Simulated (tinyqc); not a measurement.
Inside a calculation (part 1 of 2). Method: CCSD on RHF in the sto-3g basis, for H2O, spin multiplicity 1. Computed by tinyqc, a small Python program that keeps every step (integrals from PySCF). Settings: charge = 0, multiplicity = 1, basis = sto-3g, method = RHF, energy threshold = 1e-10, iteration cap = 72, orthogonalisation = symmetric, start = Wolfsberg-Helmholz matrix, DIIS depth = 6, amplitude equations = CCSD, DIIS depth for amplitudes = 0, cap on updates = 55. Command: `OMP_NUM_THREADS=1 python tinyqc.py 25339 25340 out.jsonl` (the two numbers bound the seeds that draw the settings). One thread of a shared host (Intel(R) Xeon(R) Processor @ 2.60GHz), about 0.3 s of CPU time with the checks. The early iterations of the SCF are left out here.

## One-electron integrals

Geometry (angstrom):
```
atom        x         y        z
O     0.00000   0.00000  0.00000
H     0.00000   0.94400  0.70000
H     0.00000  -0.94400  0.70000
```

Basis sto-3g: exponents (1/bohr^2) and contraction coefficients of normalised primitives:
```
element  l (shell)   exponent  coefficient
O            s (1)  130.70932      0.15433
O            s (1)   23.80886      0.53533
O            s (1)    6.44361      0.44463
O            s (2)    5.03315     -0.09997
O            s (2)    1.16960      0.39951
O            s (2)    0.38039      0.70012
O            p (3)    5.03315      0.15592
O            p (3)    1.16960      0.60768
O            p (3)    0.38039      0.39196
H            s (1)    3.42525      0.15433
H            s (1)    0.62391      0.53533
H            s (1)    0.16886      0.44463
```

Overlap, kinetic and nuclear-attraction integrals over the contracted functions; the nuclear repulsion is the sum of Za Zb / Rab.

nuclear repulsion = 7.4847687 hartree

overlap S:
```
          1O 1s    1O 2s   1O 2px    1O 2py   1O 2pz    2H 1s     3H 1s
1O 1s   1.00000  0.23670  0.00000   0.00000  0.00000  0.03214   0.03214
1O 2s   0.23670  1.00000  0.00000   0.00000  0.00000  0.34388   0.34388
1O 2px  0.00000  0.00000  1.00000   0.00000  0.00000  0.00000   0.00000
1O 2py  0.00000  0.00000  0.00000   1.00000  0.00000  0.25044  -0.25044
1O 2pz  0.00000  0.00000  0.00000   0.00000  1.00000  0.18571   0.18571
2H 1s   0.03214  0.34388  0.00000   0.25044  0.18571  1.00000   0.14288
3H 1s   0.03214  0.34388  0.00000  -0.25044  0.18571  0.14288   1.00000
```

kinetic energy T (hartree):
```
           1O 1s     1O 2s   1O 2px    1O 2py   1O 2pz     2H 1s     3H 1s
1O 1s   29.00320  -0.16801  0.00000   0.00000  0.00000  -0.00892  -0.00892
1O 2s   -0.16801   0.80813  0.00000   0.00000  0.00000   0.04759   0.04759
1O 2px   0.00000   0.00000  2.52873   0.00000  0.00000   0.00000   0.00000
1O 2py   0.00000   0.00000  0.00000   2.52873  0.00000   0.11678  -0.11678
1O 2pz   0.00000   0.00000  0.00000   0.00000  2.52873   0.08659   0.08659
2H 1s   -0.00892   0.04759  0.00000   0.11678  0.08659   0.76003  -0.00833
3H 1s   -0.00892   0.04759  0.00000  -0.11678  0.08659  -0.00833   0.76003
```

nuclear attraction V (hartree):
```
            1O 1s     1O 2s    1O 2px    1O 2py    1O 2pz     2H 1s     3H 1s
1O 1s   -61.51902  -7.39625   0.00000   0.00000  -0.01227  -1.02708  -1.02708
1O 2s    -7.39625  -9.94973   0.00000   0.00000  -0.15167  -2.57870  -2.57870
1O 2px    0.00000   0.00000  -9.82598   0.00000   0.00000   0.00000   0.00000
1O 2py    0.00000   0.00000   0.00000  -9.92400   0.00000  -1.64495   1.64495
1O 2pz   -0.01227  -0.15167   0.00000   0.00000  -9.87988  -1.25589  -1.25589
2H 1s    -1.02708  -2.57870   0.00000  -1.64495  -1.25589  -5.05351  -0.80801
3H 1s    -1.02708  -2.57870   0.00000   1.64495  -1.25589  -0.80801  -5.05351
```

core Hamiltonian H = T + V (hartree):
```
            1O 1s     1O 2s    1O 2px    1O 2py    1O 2pz     2H 1s     3H 1s
1O 1s   -32.51582  -7.56426   0.00000   0.00000  -0.01227  -1.03600  -1.03600
1O 2s    -7.56426  -9.14160   0.00000   0.00000  -0.15167  -2.53110  -2.53110
1O 2px    0.00000   0.00000  -7.29725   0.00000   0.00000   0.00000   0.00000
1O 2py    0.00000   0.00000   0.00000  -7.39527   0.00000  -1.52817   1.52817
1O 2pz   -0.01227  -0.15167   0.00000   0.00000  -7.35115  -1.16930  -1.16930
2H 1s    -1.03600  -2.53110   0.00000  -1.52817  -1.16930  -4.29348  -0.81634
3H 1s    -1.03600  -2.53110   0.00000   1.52817  -1.16930  -0.81634  -4.29348
```

## Two-electron integrals

Functions are numbered as in S; the eight-fold symmetry (ij|kl) = (ji|kl) = (kl|ij) leaves the list below.

Two-electron integrals (ij|kl) in chemists' order, unique and non-zero (hartree):
```
(11|11) 4.78507    (21|11) 0.74138    (21|21) 0.13687    (22|11) 1.11895
(22|21) 0.25663    (22|22) 0.81721    (31|31) 0.02448    (32|31) 0.03781
(32|32) 0.18052    (33|11) 1.11581    (33|21) 0.25668    (33|22) 0.81702
(33|33) 0.88016    (41|41) 0.02448    (42|41) 0.03781    (42|42) 0.18052
(43|43) 0.04744    (44|11) 1.11581    (44|21) 0.25668    (44|22) 0.81702
(44|33) 0.78527    (44|44) 0.88016    (51|51) 0.02448    (52|51) 0.03781
(52|52) 0.18052    (53|53) 0.04744    (54|54) 0.04744    (55|11) 1.11581
(55|21) 0.25668    (55|22) 0.81702    (55|33) 0.78527    (55|44) 0.78527
(55|55) 0.88016    (61|11) 0.10179    (61|21) 0.01865    (61|22) 0.03481
(61|33) 0.03475    (61|41) 0.00068    (61|42) 0.00128    (61|44) 0.03488
(61|51) 0.00050    (61|52) 0.00095    (61|54) 0.00010    (61|55) 0.03482
(61|61) 0.00257    (62|11) 0.27284    (62|21) 0.06347    (62|22) 0.22692
(62|33) 0.22289    (62|41) 0.00382    (62|42) 0.03048    (62|44) 0.23055
(62|51) 0.00284    (62|52) 0.02260    (62|54) 0.00568    (62|55) 0.22710
(62|61) 0.00884    (62|62) 0.08115    (63|31) 0.00633    (63|32) 0.03796
(63|43) 0.00616    (63|53) 0.00457    (63|63) 0.01098    (64|11) 0.16648
(64|21) 0.03920    (64|22) 0.14964    (64|33) 0.14301    (64|41) 0.00838
(64|42) 0.05676    (64|44) 0.16009    (64|51) 0.00152    (64|52) 0.01394
(64|54) 0.00809    (64|55) 0.14563    (64|61) 0.00567    (64|62) 0.06507
(64|64) 0.06258    (65|11) 0.12345    (65|21) 0.02907    (65|22) 0.11096
(65|33) 0.10605    (65|41) 0.00152    (65|42) 0.01394    (65|44) 0.10957
(65|51) 0.00746    (65|52) 0.04830    (65|54) 0.00878    (65|55) 0.11713
(65|61) 0.00421    (65|62) 0.04825    (65|64) 0.03826    (65|65) 0.03935
(66|11) 0.44309    (66|21) 0.10472    (66|22) 0.43136    (66|33) 0.41491
(66|41) 0.00746    (66|42) 0.08396    (66|44) 0.44641    (66|51) 0.00554
(66|52) 0.06226    (66|54) 0.02336    (66|55) 0.43223    (66|61) 0.01467
(66|62) 0.20315    (66|64) 0.18597    (66|65) 0.13791    (66|66) 0.77461
(71|11) 0.10179    (71|21) 0.01865    (71|22) 0.03481    (71|33) 0.03475
(71|41) -0.00068   (71|42) -0.00128   (71|44) 0.03488    (71|51) 0.00050
(71|52) 0.00095    (71|54) -0.00010   (71|55) 0.03482    (71|61) 0.00253
(71|62) 0.00855    (71|64) 0.00507    (71|65) 0.00407    (71|66) 0.01409
(71|71) 0.00257    (72|11) 0.27284    (72|21) 0.06347    (72|22) 0.22692
(72|33) 0.22289    (72|41) -0.00382   (72|42) -0.03048   (72|44) 0.23055
(72|51) 0.00284    (72|52) 0.02260    (72|54) -0.00568   (72|55) 0.22710
(72|61) 0.00855    (72|62) 0.06350    (72|64) 0.03562    (72|65) 0.03663
(72|66) 0.12682    (72|71) 0.00884    (72|72) 0.08115    (73|31) 0.00633
(73|32) 0.03796    (73|43) -0.00616   (73|53) 0.00457    (73|63) 0.00824
(73|73) 0.01098    (74|11) -0.16648   (74|21) -0.03920   (74|22) -0.14964
(74|33) -0.14301   (74|41) 0.00838    (74|42) 0.05676    (74|44) -0.16009
(74|51) -0.00152   (74|52) -0.01394   (74|54) 0.00809    (74|55) -0.14563
(74|61) -0.00507   (74|62) -0.03562   (74|64) -0.01223   (74|65) -0.02017
(74|66) -0.06581   (74|71) -0.00567   (74|72) -0.06507   (74|74) 0.06258
(75|11) 0.12345    (75|21) 0.02907    (75|22) 0.11096    (75|33) 0.10605
(75|41) -0.00152   (75|42) -0.01394   (75|44) 0.10957    (75|51) 0.00746
(75|52) 0.04830    (75|54) -0.00878   (75|55) 0.11713    (75|61) 0.00407
(75|62) 0.03663    (75|64) 0.02017    (75|65) 0.02907    (75|66) 0.07948
(75|71) 0.00421    (75|72) 0.04825    (75|74) -0.03826   (75|75) 0.03935
(76|11) 0.08045    (76|21) 0.01890    (76|22) 0.07363    (76|33) 0.07191
(76|44) 0.07342    (76|51) 0.00131    (76|52) 0.01255    (76|55) 0.07547
(76|61) 0.00260    (76|62) 0.02612    (76|64) 0.01831    (76|65) 0.01750
(76|66) 0.06892    (76|71) 0.00260    (76|72) 0.02612    (76|74) -0.01831
(76|75) 0.01750    (76|76) 0.01073    (77|11) 0.44309    (77|21) 0.10472
(77|22) 0.43136    (77|33) 0.41491    (77|41) -0.00746   (77|42) -0.08396
(77|44) 0.44641    (77|51) 0.00554    (77|52) 0.06226    (77|54) -0.02336
(77|55) 0.43223    (77|61) 0.01409    (77|62) 0.12682    (77|64) 0.06581
(77|65) 0.07948    (77|66) 0.27886    (77|71) 0.01467    (77|72) 0.20315
(77|74) -0.18597   (77|75) 0.13791    (77|76) 0.06892    (77|77) 0.77461
```

## Orthogonalisation

S = U s U^T; symmetric (Loewdin) form X = U s^(-1/2) U^T, so that X^T S X = 1.

eigenvalues of S: 0.48013  0.56726  0.88893  1.00000  1.09920  1.28987  1.67462

X:
```
           1O 1s     1O 2s   1O 2px    1O 2py    1O 2pz     2H 1s     3H 1s
1O 1s    1.02336  -0.13413  0.00000   0.00000  -0.00601   0.01745   0.01745
1O 2s   -0.13413   1.12645  0.00000   0.00000   0.05511  -0.19287  -0.19287
1O 2px   0.00000   0.00000  1.00000   0.00000   0.00000   0.00000   0.00000
1O 2py   0.00000   0.00000  0.00000   1.05990   0.00000  -0.15500   0.15500
1O 2pz  -0.00601   0.05511  0.00000   0.00000   1.02906  -0.10209  -0.10209
2H 1s    0.01745  -0.19287  0.00000  -0.15500  -0.10209   1.09993  -0.04840
3H 1s    0.01745  -0.19287  0.00000   0.15500  -0.10209  -0.04840   1.09993
```

## Iteration 8 (converged): orbitals

converged F (hartree):
```
            1O 1s     1O 2s    1O 2px    1O 2py    1O 2pz     2H 1s     3H 1s
1O 1s   -20.26267  -5.16422   0.00000   0.00000  -0.02356  -0.71510  -0.71510
1O 2s    -5.16422  -2.39699   0.00000   0.00000  -0.05236  -0.70263  -0.70263
1O 2px    0.00000   0.00000  -0.38656   0.00000   0.00000   0.00000   0.00000
1O 2py    0.00000   0.00000   0.00000  -0.20077   0.00000  -0.34159   0.34159
1O 2pz   -0.02356  -0.05236   0.00000   0.00000  -0.24384  -0.29542  -0.29542
2H 1s    -0.71510  -0.70263   0.00000  -0.34159  -0.29542  -0.35385  -0.18958
3H 1s    -0.71510  -0.70263   0.00000   0.34159  -0.29542  -0.18958  -0.35385
```

Diagonalise F' = X^T F X, C = X C', fill 5 alpha and 5 beta electrons from the bottom; D = 2 C_occ C_occ^T. Each column has its largest component positive (the first on a tie).

F' = X^T F X (hartree):
```
           1         2         3         4         5         6         7
1  -19.89020  -2.67893   0.00000   0.00000  -0.04922  -0.06421  -0.06421
2   -2.67893  -1.34364   0.00000   0.00000   0.09105  -0.35673  -0.35673
3    0.00000   0.00000  -0.38656   0.00000   0.00000   0.00000   0.00000
4    0.00000   0.00000   0.00000  -0.00896   0.00000  -0.36995   0.36995
5   -0.04922   0.09105   0.00000   0.00000  -0.14159  -0.27629  -0.27629
6   -0.06421  -0.35673   0.00000  -0.36995  -0.27629  -0.03488  -0.05182
7   -0.06421  -0.35673   0.00000   0.36995  -0.27629  -0.05182  -0.03488
```

orbital energies (hartree): MO1 -20.27075, MO2 -1.18604, MO3 -0.51935, MO4 -0.42002, MO5 -0.38656, MO6 0.41469, MO7 0.52733

coefficients C:
```
             MO1       MO2       MO3       MO4      MO5       MO6       MO7
1O 1s    0.99456  -0.24276   0.00000   0.08611  0.00000  -0.10201   0.00000
1O 2s    0.02321   0.91075   0.00000  -0.43762  0.00000   0.58548   0.00000
1O 2px   0.00000   0.00000   0.00000   0.00000  1.00000   0.00000   0.00000
1O 2py   0.00000   0.00000   0.60561   0.00000  0.00000   0.00000   0.89704
1O 2pz   0.00263   0.06598   0.00000   0.74381  0.00000   0.72475   0.00000
2H 1s   -0.00403   0.13433   0.45607   0.34941  0.00000  -0.67869  -0.68946
3H 1s   -0.00403   0.13433  -0.45607   0.34941  0.00000  -0.67869   0.68946
```

D after iteration 8:
```
           1O 1s     1O 2s   1O 2px    1O 2py    1O 2pz     2H 1s     3H 1s
1O 1s    2.11098  -0.47140  0.00000   0.00000   0.10129  -0.01307  -0.01307
1O 2s   -0.47140   2.04303  0.00000   0.00000  -0.53071  -0.06133  -0.06133
1O 2px   0.00000   0.00000  2.00000   0.00000   0.00000   0.00000   0.00000
1O 2py   0.00000   0.00000  0.00000   0.73352   0.00000   0.55240  -0.55240
1O 2pz   0.10129  -0.53071  0.00000   0.00000   1.11522   0.53750   0.53750
2H 1s   -0.01307  -0.06133  0.00000   0.55240   0.53750   0.69630  -0.13569
3H 1s   -0.01307  -0.06133  0.00000  -0.55240   0.53750  -0.13569   0.69630
```

## Convergence

Stop when the energy changes by less than 1e-10 hartree and every element of the error matrix X^T (F D S - S D F) X is below 3e-06.

Course of the cycle:
```
iteration  E (hartree)     change  largest element of the error matrix
1          -74.3922029          -                             5.00e-01
2          -74.8835061  -4.91e-01                             1.31e-01
3          -74.9042399  -2.07e-02                             3.73e-02
4          -74.9064135  -2.17e-03                             7.14e-03
5          -74.9065268  -1.13e-04                             2.15e-03
6          -74.9065477  -2.08e-05                             4.26e-05
7          -74.9065477  -4.48e-09                             3.44e-07
8          -74.9065477  -2.42e-13                             2.61e-09
```

PySCF RHF in the same basis = -74.9065477 hartree

Converged in 8 iterations.

## Integrals over molecular orbitals

(pq|rs) = sum C_ip C_jq C_kr C_ls (ij|kl), one index at a time.

one-electron integrals over orbitals h = C^T H C (hartree):
```
           1         2         3         4         5         6         7
1  -32.49957   0.57501   0.00000  -0.19063   0.00000   0.23486   0.00000
2    0.57501  -7.53323   0.00000   0.54060   0.00000  -1.13047   0.00000
3    0.00000   0.00000  -5.84708   0.00000   0.00000   0.00000  -1.80501
4   -0.19063   0.54060   0.00000  -6.43145   0.00000  -1.40408   0.00000
5    0.00000   0.00000   0.00000   0.00000  -7.29725   0.00000   0.00000
6    0.23486  -1.13047   0.00000  -1.40408   0.00000  -5.22727   0.00000
7    0.00000   0.00000  -1.80501   0.00000   0.00000   0.00000  -5.47603
```

Two-electron integrals over orbitals (pq|rs), unique and non-zero (hartree):
```
(11|11) 4.74751    (21|11) -0.43480   (21|21) 0.06283    (22|11) 1.03002
(22|21) -0.01621   (22|22) 0.72637    (31|31) 0.01037    (32|31) 0.01636
(32|32) 0.12437    (33|11) 0.74385    (33|21) -0.00479   (33|22) 0.60129
(33|33) 0.57564    (41|11) 0.15262    (41|21) -0.02066   (41|22) 0.01086
(41|33) 0.00502    (41|41) 0.02271    (42|11) -0.14783   (42|21) 0.00741
(42|22) -0.03368   (42|33) 0.00331    (42|41) 0.01872    (42|42) 0.12997
(43|31) -0.00205   (43|32) 0.03038    (43|43) 0.05918    (44|11) 0.91235
(44|21) -0.01053   (44|22) 0.65509    (44|33) 0.55184    (44|41) -0.00797
(44|42) -0.08824   (44|44) 0.67622    (51|51) 0.02594    (52|51) 0.03359
(52|52) 0.15327    (53|53) 0.02535    (54|51) -0.01096   (54|52) -0.04145
(54|54) 0.04514    (55|11) 1.11536    (55|21) -0.01235   (55|22) 0.75923
(55|33) 0.58869    (55|41) 0.00430    (55|42) -0.08068   (55|44) 0.67682
(55|55) 0.88016    (61|11) -0.18246   (61|21) 0.02783    (61|22) -0.00282
(61|33) 0.00056    (61|41) 0.00433    (61|42) 0.02059    (61|44) -0.01410
(61|55) -0.00504   (61|61) 0.02375    (62|11) 0.24794    (62|21) -0.00595
(62|22) 0.12424    (62|33) 0.06038    (62|41) 0.01821    (62|42) 0.03804
(62|44) 0.05587    (62|55) 0.13291    (62|61) 0.01077    (62|62) 0.09141
(63|31) 0.00225    (63|32) -0.03749   (63|43) -0.04250   (63|63) 0.07876
(64|11) 0.28724    (64|21) -0.00395   (64|22) 0.14102    (64|33) 0.04966
(64|41) 0.00118    (64|42) -0.05053   (64|44) 0.13351    (64|55) 0.16138
(64|61) -0.00192   (64|62) 0.05913    (64|64) 0.10752    (65|51) 0.01214
(65|52) 0.04818    (65|54) 0.00818    (65|65) 0.03267    (66|11) 0.76460
(66|21) -0.00746   (66|22) 0.58137    (66|33) 0.53616    (66|41) 0.01635
(66|42) 0.04395    (66|44) 0.53723    (66|55) 0.56868    (66|61) 0.00845
(66|62) 0.08678    (66|64) 0.05571    (66|66) 0.56862    (71|31) 0.01402
(71|32) 0.02123    (71|43) -0.00279   (71|63) 0.00254    (71|71) 0.01899
(72|31) 0.01513    (72|32) 0.06006    (72|43) -0.02708   (72|63) 0.02689
(72|71) 0.01964    (72|72) 0.07115    (73|11) 0.37505    (73|21) -0.00687
(73|22) 0.17634    (73|33) 0.08798    (73|41) -0.00010   (73|42) -0.07478
(73|44) 0.13810    (73|55) 0.20848    (73|61) -0.00514   (73|62) 0.06453
(73|64) 0.10864    (73|66) 0.04646    (73|73) 0.16230    (74|31) -0.00749
(74|32) -0.06862   (74|43) -0.01913   (74|63) 0.05900    (74|71) -0.01020
(74|72) -0.01743   (74|74) 0.07094    (75|53) 0.02395    (75|75) 0.02553
(76|31) 0.00703    (76|32) 0.08101    (76|43) 0.06746    (76|63) -0.06933
(76|71) 0.00939    (76|72) -0.00120   (76|74) -0.06081   (76|76) 0.11208
(77|11) 0.83045    (77|21) -0.00887   (77|22) 0.60360    (77|33) 0.56982
(77|41) 0.00341    (77|42) -0.02049   (77|44) 0.56809    (77|55) 0.60418
(77|61) -0.00331   (77|62) 0.05800    (77|64) 0.05613    (77|66) 0.53975
(77|73) 0.09961    (77|77) 0.58723
```

## CCSD: starting amplitudes

t_ij^ab = <ij||ab> / (e_i + e_j - e_a - e_b), whose energy is MP2.

Starting amplitudes (spin orbitals 1a, 1b, ...; amplitudes related by a flip of all spins are not repeated; the 24 largest):
```
from      to         t
3a 3b  7a 7b  -0.07753
4a 4b  6a 6b  -0.06441
3a 4b  6b 7a   0.05775
3a 3b  6a 6b  -0.04216
4a 4b  7a 7b  -0.03744
3a 4b  6a 7b  -0.03136
2a 2b  6a 6b  -0.02855
3a 4a  6a 7a   0.02639
2a 3b  6a 7b  -0.02437
2a 4b  6a 6b  -0.02428
2a 2b  7a 7b  -0.02076
5a 5b  6a 6b  -0.02039
2a 3a  6a 7a  -0.01422
5a 5b  7a 7b  -0.01397
2a 3b  6b 7a   0.01016
2a 4b  7a 7b   0.00655
1a 2b  7a 7b  -0.00087
1a 1b  6a 6b  -0.00057
1a 2b  6a 6b  -0.00048
1a 4b  7a 7b   0.00047
1a 1b  7a 7b  -0.00046
1a 3a  6a 7a   0.00035
1a 3b  6a 7b   0.00024
1a 3b  6b 7a   0.00012
```

correlation energy = -0.0574101 hartree

## CCSD: amplitude update 1

t_i^a D_i^a and t_ij^ab D_ij^ab are set to the remaining terms of the spin-orbital equations, evaluated with the old amplitudes; for the doubles these are <ij||ab> + 1/2 <ab||ef> t_ij^ef + 1/2 <mn||ij> t_mn^ab + P(ij)P(ab) <mb||ej> t_im^ae + terms in t^2 + terms with t1, D the orbital-energy denominators.

Amplitudes after update 1 (spin orbitals 1a, 1b, ...; amplitudes related by a flip of all spins are not repeated; the 24 largest):
```
from      to         t
3a 3b  7a 7b  -0.09850
4a 4b  6a 6b  -0.08289
3a 4b  6b 7a   0.07478
3a 3b  6a 6b  -0.06000
4a 4b  7a 7b  -0.05164
3a 4b  6a 7b  -0.04982
2a 4b  6a 6b  -0.03473
2a 2b  6a 6b  -0.03104
2a 3b  6a 7b  -0.03033
3a 4a  6a 7a   0.02497
5a 5b  6a 6b  -0.02470
2a 2b  7a 7b  -0.02226
2a 3b  6b 7a   0.01726
5a 5b  7a 7b  -0.01531
2a 3a  6a 7a  -0.01306
4a        6a  -0.01195
2a 4b  7a 7b   0.00546
3a        7a  -0.00319
2a        6a   0.00143
1a 2b  7a 7b  -0.00080
1a 1b  6a 6b  -0.00047
1a 2b  6a 6b  -0.00042
1a 4b  7a 7b   0.00040
1a 1b  7a 7b  -0.00037
```

correlation energy = -0.0736861 hartree

## CCSD: amplitude update 2

As before.

Amplitudes after update 2 (spin orbitals 1a, 1b, ...; amplitudes related by a flip of all spins are not repeated; the 24 largest):
```
from      to         t
3a 3b  7a 7b  -0.10569
4a 4b  6a 6b  -0.09158
3a 4b  6b 7a   0.08124
3a 3b  6a 6b  -0.06690
3a 4b  6a 7b  -0.05952
4a 4b  7a 7b  -0.05793
2a 4b  6a 6b  -0.03855
2a 3b  6a 7b  -0.03144
2a 2b  6a 6b  -0.03105
5a 5b  6a 6b  -0.02594
2a 2b  7a 7b  -0.02178
3a 4a  6a 7a   0.02172
2a 3b  6b 7a   0.02036
4a        6a  -0.01888
5a 5b  7a 7b  -0.01500
2a 3a  6a 7a  -0.01108
2a 4b  7a 7b   0.00446
3a        7a  -0.00316
2a        6a   0.00284
1a 2b  7a 7b  -0.00077
1a 1b  6a 6b  -0.00047
1a 2b  6a 6b  -0.00041
1a 4b  7a 7b   0.00038
1a 1b  7a 7b  -0.00036
```

correlation energy = -0.0795526 hartree
